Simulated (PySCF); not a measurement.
Molecule: `FCC1=NC1`, C₃H₄FN.

Bonds (- single, = double, # triple, : aromatic): F1-C2, C2-C3, C3=N4, N4-C5, C5-C3. C2 carries H6, H7; C5 carries H8, H9.

Coordinates of the point at 0° (Å):
```xyz
9

F     1.523    0.552    1.207
C     1.287   -0.219    0.098
C    -0.118   -0.187   -0.292
N    -0.978   -0.598   -1.109
C    -1.454    0.319   -0.023
H     1.595   -1.245    0.340
H     1.918    0.169   -0.712
H    -2.047   -0.115    0.770
H    -1.714    1.330   -0.305
```

The dihedral F1–C2–C3–C5 is held at the listed angle and the rest relaxed with GFN2-xTB; couplings at B3LYP/pcJ-1 (PySCF 2.14.0 with density-fitted response routines, gas phase, non-relativistic), for fixed nuclei without averaging.

(1) How do the three-bond couplings across the rotated bond vary?

(2) Fit a Karplus curve A cos²φ + B cos φ + C to 3J(F1,N4).

(3) Fit a Karplus curve A cos²φ + B cos φ + C to 3J(H7,C5).

## Answers

(1) 
```tsv
held angle (°)	F1,N4: φ (°), J (Hz)	H7,C5: φ (°), J (Hz)	H6,C5: φ (°), J (Hz)	F1,C5: φ (°), J (Hz)	H7,N4: φ (°), J (Hz)	H6,N4: φ (°), J (Hz)
0	-180, 8.3	-119, 1.2	119, 1.2	0, 3.2	61, -1.6	-61, -1.6
30	-162, 6.9	-89, 0.0	150, 3.7	30, 2.1	79, -2.3	-42, -0.6
60	-141, 3.6	-58, 0.7	180, 6.0	60, -0.1	101, -2.5	-22, 0.2
90	-100, -1.0	-28, 2.6	-152, 6.1	90, -1.0	141, -1.9	18, 0.1
120	-50, 0.9	1, 2.9	-122, 2.6	120, 1.0	-169, -1.5	68, -1.2
150	-20, 4.5	31, 1.6	-91, 0.1	150, 3.2	-139, -1.8	100, -2.0
180	0, 5.4	60, 0.2	-60, 0.2	-180, 4.1	-120, -2.1	120, -2.1
210	20, 4.5	91, 0.1	-31, 1.6	-150, 3.2	-100, -2.0	139, -1.8
240	50, 0.9	122, 2.6	-1, 2.9	-120, 1.0	-68, -1.2	169, -1.5
270	100, -1.0	152, 6.1	28, 2.6	-90, -1.0	-18, 0.1	-141, -2.0
300	141, 3.5	-180, 6.0	58, 0.7	-60, -0.1	22, 0.2	-101, -2.5
330	162, 6.9	-150, 3.7	89, 0.0	-30, 2.1	42, -0.6	-79, -2.3
```

(2) A = 8.2, B = -1.1, C = -1.7 Hz; rms residual 0.3 Hz. The plain average over the scan is 3.6 Hz.

(3) A = 4.5, B = -1.6, C = 0.0 Hz; rms residual 0.6 Hz. The plain average over the scan is 2.3 Hz.
